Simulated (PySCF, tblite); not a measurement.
# H5LiNSi radical, an adsorbate on a surface model (Si site with back bonds [H], [H], [H]): interaction energy, infrared bands and EPR parameters, part 2 of 2

tblite 0.8.0 and PySCF 2.14.0. Atoms count from 0, parts from 1. Earlier steps stand in the parts before.

## 6. Infrared spectrum: PBE0-D3(BJ)/def2-SVPD

Job settings and geometry (Å):

```
{"job": {"kind": "irdft", "xc": "PBE0", "basis": "def2-SVPD", "disp": "d3bj", "grid": 2}, "charge": 0, "multiplicity": 2, "parts": [{"atoms": "0-6", "charge": 0, "multiplicity": 1}, {"atoms": "7-7", "charge": 0, "multiplicity": 2}]}
Si    -0.232589    -0.531103    -0.184373
N      0.697776     0.815162     0.549063
H     -1.336598    -0.017748    -1.048432
H      0.726701    -1.327871    -0.995264
H     -0.790511    -1.334368     0.936604
H      0.111388     1.427751     1.121852
H      1.133058     1.416372    -0.155488
Li     2.223281     0.300662     1.767853
```

Method: PBE0-D3(BJ)/def2-SVPD harmonic vibrations by differences of gradients, gas phase.

The log of the run:

```text
coarse grid: 6864 points
cycle   1  E = -354.3650324974  dE = -8.298e-02  |g| = 2.582e-01  |ddm| = 1.962e+00
cycle   2  E = -354.3393545383  dE =  2.568e-02  |g| = 3.540e-01  |ddm| = 7.461e-01
cycle   3  E = -354.3960331990  dE = -5.668e-02  |g| = 2.570e-02  |ddm| = 3.335e-01
cycle   4  E = -354.3964193096  dE = -3.861e-04  |g| = 4.654e-03  |ddm| = 8.684e-02
cycle   5  E = -354.3964402384  dE = -2.093e-05  |g| = 9.789e-04  |ddm| = 3.199e-02
cycle   6  E = -354.3964418292  dE = -1.591e-06  |g| = 3.017e-04  |ddm| = 1.176e-02
final grid: 60632 points
cycle   7  E = -354.4280056295  dE = -4.401e-05  |g| = 6.059e-03  |ddm| = 8.501e-02
cycle   8  E = -354.4279890190  dE =  1.661e-05  |g| = 8.650e-03  |ddm| = 1.884e-02
cycle   9  E = -354.4280220803  dE = -3.306e-05  |g| = 3.606e-04  |ddm| = 8.118e-03
cycle  10  E = -354.4280221508  dE = -7.051e-08  |g| = 6.565e-05  |ddm| = 2.096e-03
cycle  11  E = -354.4280221560  dE = -5.215e-09  |g| = 2.008e-05  |ddm| = 1.503e-03
cycle  12  E = -354.4280221566  dE = -6.119e-10  |g| = 4.738e-06  |ddm| = 4.351e-04
converged SCF energy = -354.4280221566

mode    cm-1     km/mol
  1      92.6     10.61
  2     146.3     40.27
  3     368.5     99.67
  4     419.7     10.12
  5     618.6     67.90
  6     623.8     26.72
  7     741.5     11.86
  8     838.3    198.24
  9     907.7     59.38
 10     933.6     26.86
 11     939.1      0.14
 12     961.9     73.53
 13    1535.5      3.85
 14    2234.2    141.29
 15    2265.0     13.06
 16    2273.1     26.46
 17    3452.9    313.65
 18    3538.0      8.34
```

Run time: 5.1 min. Hardware: 1 thread of Arm Neoverse V1, shared host; peak memory 0.48 GiB.

The strongest bands and the atoms that carry them:

| cm⁻¹ | km/mol | atoms |
| --- | --- | --- |
| 368 | 99.7 | H5 37 %, H6 37 %, N1 11 % |
| 619 | 67.9 | H2 38 %, H3 19 %, H5 18 % |
| 838 | 198.2 | H6 29 %, H5 28 %, N1 16 %, H4 11 % |
| 962 | 73.5 | H2 25 %, H5 24 %, H6 24 % |
| 2234 | 141.3 | H2 96 % |
| 3453 | 313.6 | H6 48 %, H5 47 % |

Strongest bands of the parts alone (cm⁻¹, km/mol): part 1: 358 (176), 969 (181), 2188 (162).

On forming the cluster at 298.15 K and 1 atm (harmonic, kcal/mol): zero-point energy +1.27, all enthalpy terms beyond the electronic energy +0.55, −TΔS +7.25.

## 7. EPR parameters: B3LYP/IGLO-III+def2-TZVP-core+pcH-1

Job settings and geometry (Å):

```
{"job": {"kind": "epr"}, "charge": 0, "multiplicity": 2, "parts": [{"atoms": "0-6", "charge": 0, "multiplicity": 1}, {"atoms": "7-7", "charge": 0, "multiplicity": 2}]}
Si    -0.232589    -0.531103    -0.184373
N      0.697776     0.815162     0.549063
H     -1.336598    -0.017748    -1.048432
H      0.726701    -1.327871    -0.995264
H     -0.790511    -1.334368     0.936604
H      0.111388     1.427751     1.121852
H      1.133058     1.416372    -0.155488
Li     2.223281     0.300662     1.767853
```

Level: UKS B3LYP, IGLO-III on N Si, def2-TZVP-core on Li, pcH-1 on H, non-relativistic, mean-field spin-orbit, GIAO.

The log of the run:

```text
UKS, coarse grid
  cycle   1  E = -354.79731803  |g| = 3.23e-01
  cycle   2  E = -354.73988761  |g| = 4.83e-01
  cycle   3  E = -354.83881535  |g| = 3.99e-02
  cycle   4  E = -354.83950174  |g| = 7.60e-03
  cycle   5  E = -354.83952701  |g| = 1.23e-03
  cycle   6  E = -354.83952824  |g| = 3.35e-04
UKS, final grid
  cycle   1  E = -354.83953675  |g| = 3.03e-04
  cycle   2  E = -354.83953674  |g| = 3.33e-04
  cycle   3  E = -354.83953679  |g| = 6.78e-05
  cycle   4  E = -354.83953679  |g| = 1.64e-05
E = -354.83953679 Eh   <S^2> = 0.7501 (exact 0.7500)
g shifts (ppm)      1          2          3
  rmc           -35        -35        -35
  gc              7          7          7
  oz_so        -131        179        496
  total        -159        151        468
hyperfine (MHz)  atom isotope    a_iso     a_fc   dipolar eigenvalues
    0  29Si      -5.25      -5.32     -6.30      3.03      3.27
    1   14N      60.31      60.31     -0.32     -0.29      0.61
    2    1H      -2.40      -2.40     -1.18      0.34      0.84
    3    1H      -1.59      -1.59     -1.61     -0.26      1.87
    4    1H      -1.56      -1.56     -1.62     -0.28      1.90
    5    1H      -0.35      -0.35     -2.75     -1.10      3.85
    6    1H      -0.38      -0.38     -2.76     -1.08      3.84
    7   7Li     249.43     249.43     -0.59     -0.58      1.17

== part 2 alone, relaxed ==
UKS, coarse grid
  cycle   1  E = -7.49238043  |g| = 1.62e-02
  cycle   2  E = -7.49285606  |g| = 3.14e-03
  cycle   3  E = -7.49286917  |g| = 5.29e-04
  cycle   4  E = -7.49286955  |g| = 3.27e-05
UKS, final grid
  cycle   1  E = -7.49286906  |g| = 9.34e-05
  cycle   2  E = -7.49286906  |g| = 1.05e-06
internal stability: stable
E = -7.49286906 Eh   <S^2> = 0.7500 (exact 0.7500)
g shifts (ppm)      1          2          3
  rmc           -28        -28        -28
  gc              8          8          8
  oz_so          -0         -0         -0
  total         -20        -20        -20
hyperfine (MHz)  atom isotope    a_iso     a_fc   dipolar eigenvalues
    0   7Li     452.56     452.56     -0.00     -0.00      0.00
```

Run time: 12 s. Hardware: 1 thread of Arm Neoverse V1, shared host; peak memory 0.5 GiB.

Principal g values 2.00216, 2.00247, 2.00279; g(iso) = 2.00247, against 2.00232 for a free electron.

Mean a(iso) over the nuclei that a row names, and the largest dipolar term of the row (other rows stand at the frozen geometry):

| nuclei | isotope | a(iso) (MHz) | a(iso) (G, at g = 2.0023) | largest dipolar term (MHz) |
| --- | --- | --- | --- | --- |
| Li7 | 7Li | 249.4 | 89.0 | 1.2 |
| N1 | 14N | 60.3 | 21.5 | 0.6 |
| Si0 | 29Si | -5.2 | -1.9 | -6.3 |
| H2 | 1H | -2.4 | -0.9 | -1.2 |
| H3, H4 | 1H | -1.6 | -0.6 | 1.9 |
| H5, H6 | 1H | -0.4 | -0.1 | 3.8 |

Mulliken spin populations:

| atom | value (e) |
| --- | --- |
| Si0 | 0.08 |
| N1 | -0.08 |
| H2 | 0.00 |
| H3 | 0.00 |
| H4 | 0.00 |
| H5 | 0.04 |
| H6 | 0.04 |
| Li7 | 0.94 |

In first order the couplings over 0.8 MHz of 7Li, 14N, 1H give 72 distinct lines over 312.0 G, if the averaged nuclei exchange fast; the same motion can average rows kept apart here too.

Against the parts alone, each relaxed by itself:

| part | g(iso) alone | in the cluster |
| --- | --- | --- |
| 2 | 2.00230 | 2.00247 |

## 8. Comparing the runs

Energies in kcal/mol, with wall time:

| run | counterpoise | BSSE | electrostatic | Pauli | orbital | dispersion | time |
| --- | --- | --- | --- | --- | --- | --- | --- |
| wB97M-D3(BJ)/def2-TZVPD | -10.67 | 0.66 | -50.97 | 57.92 | -17.18 | -1.11 | 49 s |
| PBE0-D3(BJ)/def2-TZVPD | -13.56 | 0.09 | -50.80 | 55.63 | -17.52 | -0.98 | 14 s |

## 9. Outcome

What follows sums up all 2 parts.

| quantity | value |
| --- | --- |
| binding energy (GFN2-xTB) | -13.30 kcal/mol |
| point group | Cs |
| rotational constants (main isotopes) | 27.01, 6.38, 5.67 GHz |
| interaction energy, counterpoise (wB97M-D3(BJ)/def2-TZVPD) | -10.67 kcal/mol |
| superposition error | 0.66 kcal/mol |
| binding energy (with deformation) | -8.91 kcal/mol |
| strongest single infrared mode (PBE0-D3(BJ)/def2-SVPD) | 3453 cm⁻¹ |
| g(iso) (B3LYP) | 2.00247 |
| ⟨S²⟩ | 0.750 (exact 0.75) |
| largest a(iso) (averaged by class) | 7Li on Li7, 249.4 MHz |
| range of the interaction energy over the runs of this table | -13.56 to -10.67 kcal/mol |

On relaxing, metal atoms bound new neighbours (N1–Li7). At its xTB geometry the search ends with the contact N1···Li7 (bond, 2.08 Å); 6 starts can't prove it the lowest minimum. A later relaxation moves these distances. The start of the PBE0/def2-SVPD relaxation was shaken at random by about 0.01 Å, so part of the energy gained, and of the first lengths quoted, undoes that. Relaxing lowered the energy by 0.169 eV in 8 steps; the close pair that moved most is N1–Li7, from 2.097 to 2.019 Å. The attractive terms split as electrostatic 74 %, orbital 25 %, dispersion 2 %, against 57.92 kcal/mol of Pauli repulsion. No mode is imaginary at PBE0-D3(BJ)/def2-SVPD; the softest lies at 93 cm⁻¹. Li7 carries the largest spin population, 0.94 e. The isotropic g lies 0.2 ppt above the free-electron value. The interaction energy runs from -13.56 (PBE0-D3(BJ)/def2-TZVPD) to -10.67 kcal/mol (wB97M-D3(BJ)/def2-TZVPD).
